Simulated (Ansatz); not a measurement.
Reaction (substitution at a C–C bond): `CC1=CC1` + `FCS` → `CSCF` + `C1=CC1`

Program: Ansatz. Geometries: PBE0-D4/def2-TZVP. ΔE: electronic, gas phase. CCSD(T)/CBS is the MP2 limit (def2-TZVPP, def2-QZVPP) plus CCSD(T) − MP2 in def2-TZVPP, frozen cores. This one scheme is used for every species. Functionals use def2-TZVPP. HSE06 is defined as in plane-wave codes. Each species was taken in one conformer, which may not be the lowest.

`CC1=CC1`:

Cartesian coordinates in Å:
```
C -0.773 -0.957 -0.813
C 0.028 0.074 -0.146
C 0.750 1.142 -0.162
C 0.538 0.527 1.189
H -0.825 -0.793 -1.891
H -0.348 -1.948 -0.629
H -1.790 -0.970 -0.410
H 1.214 1.947 -0.705
H 1.352 -0.019 1.670
H -0.147 0.997 1.898
```

`FCS`:

Cartesian coordinates in Å:
```
F 1.506 -0.173 -0.201
C 0.153 -0.416 -0.169
S -0.830 1.072 -0.309
H -0.075 -0.944 0.757
H -0.108 -1.037 -1.029
H -0.645 1.499 0.950
```

`CSCF`:

Z-matrix (Å, degrees):
```
C
S 1 1.799
H 1 1.091 2 111.0
H 1 1.090 2 110.8 3 122.9
H 1 1.090 2 106.9 3 -118.6
C 2 1.777 1 99.9 3 -61.6
F 6 1.381 2 113.2 1 -71.9
H 6 1.092 2 106.9 1 168.7
H 6 1.093 2 110.7 1 48.7
```

`C1=CC1`:

Cartesian coordinates in Å:
```
C 0.540 -0.681 0.119
C 0.646 0.590 -0.054
C -0.754 0.057 -0.041
H 1.002 -1.640 0.274
H 1.262 1.468 -0.151
H -1.309 -0.024 -0.976
H -1.388 0.229 0.829
```

| level | ΔE (kcal/mol) | difference from CCSD(T)/CBS |
| --- | --- | --- |
| LDA (SPW92) | 7.4 | 2.0 |
| r2SCANh-D4 | 6.3 | 0.9 |
| r2SCAN0-D4 | 6.4 | 1.0 |
| HSE06-D4 | 6.6 | 1.2 |
| ωB97X-V | 5.8 | 0.4 |
| PBE | 6.4 | 1.0 |
| revPBE | 6.4 | 1.0 |
| HSE06 | 6.7 | 1.3 |
| BHLYP | 6.7 | 1.3 |
| LC-ωPBE | 6.4 | 1.0 |
| HF/def2-SVP | 9.1 | 3.7 |
| SCS-MP2/def2-TZVPP | 6.1 | 0.7 |
| CCSD(T)/def2-TZVPP | 6.1 | 0.7 |
| HF/def2-QZVPP | 6.8 | 1.4 |
| MP2/CBS(def2) | 5.5 | 0.1 |
| CCSD/CBS(def2) | 5.7 | 0.3 |
| CCSD(T)/CBS | 5.4 | 0 |

Largest T1 diagnostic among the species: 0.011.

At CCSD(T), def2-SVP lies +3.4 kcal/mol from the extrapolated value and def2-TZVPP +0.7 kcal/mol. Leaving LDA and LC-ωPBE aside and taking each functional with its dispersion term where it has one, the values, not all of them listed here, spread over 1.0 kcal/mol, from ωB97M-V to B97M-V. LDA lies +1.0 kcal/mol from PBE without D4.
